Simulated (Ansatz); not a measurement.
Two structures of AlNH$_{8}$O, singlet, reached by relaxing down either side of one saddle point (PBE0-D4/def2-TZVP). Energies are electronic, without zero-point energy. Ansatz 0.2.0; basis: def2-TZVPP and def2-QZVPP; cores frozen in the correlated methods. Extrapolation: Hartree–Fock as exp(−7.88 √X), correlation as X^−2.97. First:

```
atom    x (Å)    y (Å)    z (Å)
 Al1  -0.3258  -1.3832  -0.2201
  H2   1.2405  -1.1952   0.1648
  H3  -0.6126  -2.2084  -1.5588
  H4  -1.2976  -1.5768   1.0375
  H5  -0.2393   1.1412  -0.1102
  N6  -0.7559   0.5313  -0.7554
  H7   1.5177   0.3957   0.8627
  O8   1.3165   1.3380   1.0084
  H9  -0.4576   0.7499  -1.7001
 H10  -1.7463   0.7373  -0.6868
 H11   1.3603   1.4702   1.9580
```

Second:

```csv
atom,x (Å),y (Å),z (Å)
Al1,-0.6594,-1.2162,-0.3843
H2,1.3404,-1.4280,0.5414
H3,0.0070,-2.1295,-1.4913
H4,-1.3562,-1.7546,0.9303
H5,0.4995,1.3372,0.2301
N6,-0.9554,0.5168,-0.7826
H7,1.3268,-0.6865,0.7158
O8,1.2977,1.4695,0.7796
H9,-0.7927,0.8808,-1.7102
H10,-1.7249,1.0164,-0.3609
H11,1.0173,1.9941,1.5321
```

**Question.** Which bonds change from the first to the second?

**Answer.** AlH₃ + H₂O + NH₃ → AlNH₄ ([NH2][AlH2]) + H₂O + H₂; bonds formed: H2–H7, H5–O8; dative contacts that become bonds: Al1–N6; bonds broken: Al1–H2, H5–N6, H7–O8.

**Question.** Give the saddle point's structure and its height above each. (Judge from chemistry; the value comes from the calculation.)

**Answer.** The calculation gives: 28.27 kcal/mol above the first and 14.28 kcal/mol above the second (CCSD(T) at an estimated basis limit (MP2 extrapolated from triple and quadruple zeta, plus CCSD(T) − MP2 in triple zeta)).
Al1  (-0.444, -1.246, -0.268)
H2  (1.082, -1.051, 0.623)
H3  (0.005, -2.088, -1.538)
H4  (-1.421, -1.795, 0.861)
H5  (0.307, 1.146, 0.072)
N6  (-0.781, 0.585, -0.642)
H7  (1.217, -0.111, 0.686)
O8  (1.277, 1.200, 0.628)
H9  (-0.715, 0.849, -1.619)
H10  (-1.672, 0.927, -0.303)
H11  (1.145, 1.584, 1.500)
(Å)

The T1 diagnostic stays at or below 0.011.

The step is the kind of exchange with an N–H group that builds nitride films in atomic layer and chemical vapour deposition.

Labels in which every atom is bracketed show which atoms are joined, not bond orders.

For scale, one of the runs: CCSD(T)/def2-TZVPP, 216 basis functions, launched by `ansatz run in.yaml --threads 4 --pin off --events-out ev --progress --plain --max-ram 9574MiB`. The run took 24 s on 4 CPU threads of an Intel Xeon Platinum 8375C (shared host), with 3.2 GiB of host memory at its peak.
